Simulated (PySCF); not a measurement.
Molfile (atoms numbered from 1):
```
C5H9F
     RDKit          3D

 15 15  0  0  0  0  0  0  0  0999 V2000
    1.9496   -0.6290   -0.7348 F   0  0  0  0  0  0  0  0  0  0  0  0
    1.1732   -0.2675    0.3704 C   0  0  0  0  0  0  0  0  0  0  0  0
    0.5954    1.1279    0.1367 C   0  0  0  0  0  0  0  0  0  0  0  0
   -0.8717    0.9177   -0.2888 C   0  0  0  0  0  0  0  0  0  0  0  0
   -0.9903   -0.5807   -0.5702 C   0  0  0  0  0  0  0  0  0  0  0  0
   -0.0249   -1.1929    0.4385 C   0  0  0  0  0  0  0  0  0  0  0  0
    1.8338   -0.3320    1.2381 H   0  0  0  0  0  0  0  0  0  0  0  0
    0.6741    1.7392    1.0377 H   0  0  0  0  0  0  0  0  0  0  0  0
    1.1880    1.6184   -0.6373 H   0  0  0  0  0  0  0  0  0  0  0  0
   -1.1526    1.5331   -1.1446 H   0  0  0  0  0  0  0  0  0  0  0  0
   -1.5397    1.1891    0.5335 H   0  0  0  0  0  0  0  0  0  0  0  0
   -0.6457   -0.8064   -1.5832 H   0  0  0  0  0  0  0  0  0  0  0  0
   -2.0112   -0.9546   -0.4760 H   0  0  0  0  0  0  0  0  0  0  0  0
    0.2522   -2.2291    0.2391 H   0  0  0  0  0  0  0  0  0  0  0  0
   -0.4510   -1.1418    1.4467 H   0  0  0  0  0  0  0  0  0  0  0  0
  1  2  1  0
  2  3  1  0
  3  4  1  0
  4  5  1  0
  5  6  1  0
  6  2  1  0
  2  7  1  0
  3  8  1  0
  3  9  1  0
  4 10  1  0
  4 11  1  0
  5 12  1  0
  5 13  1  0
  6 14  1  0
  6 15  1  0
M  END
```

Geometry: PBE0-D3(BJ)/def2-TZVP; GIAO absolute shieldings from PySCF, gas phase, non-relativistic, averaged over equivalent atoms.

At KT3/pcSseg-2 (342 basis functions, 74 s wall time on 1 thread of an Arm Neoverse V1, shared host):
```
  atoms  σ (ppm)
     F1    339.7
     C2     81.9
  C3/C6    145.1
  C4/C5    154.3
     H7    26.36
 H9/H14    29.62
H10/H12    29.71
 H8/H15    29.92
H11/H13    30.04
```

Problem. What do these become at B97-2/pcSseg-2?

Solution. 
```
  atoms  σ at B97-2/pcSseg-2  change
     F1                358.2   +18.5
     C2                 83.9    +2.0
  C3/C6                147.4    +2.3
  C4/C5                157.0    +2.7
     H7                26.53   +0.17
 H9/H14                29.67   +0.05
H10/H12                29.78   +0.07
 H8/H15                29.99   +0.07
H11/H13                30.10   +0.06
```

The largest change is at F1 (fluorine on an sp3 carbon). Cost: 342 basis functions, 49 s wall time on 1 thread of an Arm Neoverse V1, shared host. The order of the carbon signals is the same at both levels.
